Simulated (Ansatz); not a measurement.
# AlSiH (singlet): wave-function methods side by side at distance Si1–Al2 = 4.863 Å, cc-pVTZ

The task here is to estimate one member of a computed series from the others.

The runs use Ansatz 0.2.0, Gaussian basis; cc-pVTZ, core rule «outside noble gas», up to 10 orbitals frozen.

To be run: UHF; CCSD(T) on RHF; CCSD(T) on UHF; BCCD(T) on RHF; CISD; CCSDT(Q) on RHF; CASSCF and NEVPT2, 8 electrons in 9 orbitals.

22 further runs of the same task are left out: 4 for a known fault of the program, 1 for a mislabelled method, 12 that didn't finish, 5 set aside as unsound or not needed.

**The system**

The geometry derives from a PBE0/def2-TZVP stationary point (not a proven minimum). One bond is set to the value named and the two fragments are kept rigid.

3 atoms, charge 0, spin multiplicity 1.

Atoms are counted from 1 here; the program's logs count them from 0.

Bond lengths: Si1–H3 1.545 Å.

Set-up of the first run:

Contents of in.yaml:

```yaml
crystal:
  periodic: [false, false, false]
  atoms:
    - {symbol: Si, position_ang: [0.000000, -0.556232, 1.710623]}
    - {symbol: Al, position_ang: [0.000000, -0.408559, -3.150135]}
    - {symbol: H, position_ang: [0.000000, 0.964791, 1.439512]}
basis:
  gaussian: {orbitals: cc-pVTZ}
magnetization: {spin_polarized: true, initial_magnetization: 0}
hamiltonian: {xc: hf}
output: {orbitals: {seedname: orbitals}}
```

Run with:

```sh
$ ansatz run in.yaml --threads 1 --pin off --events-out ev --progress --plain --max-ram 2393MiB
```

Among the steps run: UHF; CCSD(T) on RHF; CCSD(T) on UHF; BCCD(T) on RHF; CISD; CCSDT(Q) on RHF; CASSCF and NEVPT2, 8 electrons in 9 orbitals.

One of the session's tables, all rows but one given; the rest of the session is left out.

| method | from RCCSDT(Q) (kJ/mol) |
| --- | --- |
| RHF | ? |
| UHF | +429.3 |
| RMP2 | +179.9 |
| UMP2 | +122.3 |
| CISD | +129.0 |
| RCCSD | +55.4 |
| UCCSD | +18.6 |
| RCCSD(T) | +7.5 |
| UCCSD(T) | +7.0 |
| BCCD(T) | +9.0 |
| RCCSDT | +4.9 |
| RCCSDT(Q) | 0 |
| CASSCF valence | +294.9 |
| NEVPT2 valence | +91.8 |

**Question.** Estimate the row for RHF.

**Answer.** from RCCSDT(Q) (kJ/mol): +599.3. In the column «from RCCSDT(Q) (kJ/mol)» it is the highest.

The program flags RCCSD(T), BCCD(T), RCCSDT(Q) as in doubt (see the logs), so the zero of the table is itself unsure.

Limits of these values: The determinant is far from a pure spin state, so its energy mixes those of several spin states (harmless only where they are near-degenerate, as at dissociation). The report flags that the cluster equations may have other roots. The program flags RCCSD(T), BCCD(T), RCCSDT(Q) as in doubt, so the zero of the table is itself unsure. Warnings: restricted reference is unstable; spin contamination; large T1 diagnostic. Restricted and unrestricted rows rest on different reference determinants; where their highest levels disagree by more than a few hundredths of an eV, they describe different states and don't form one ladder.
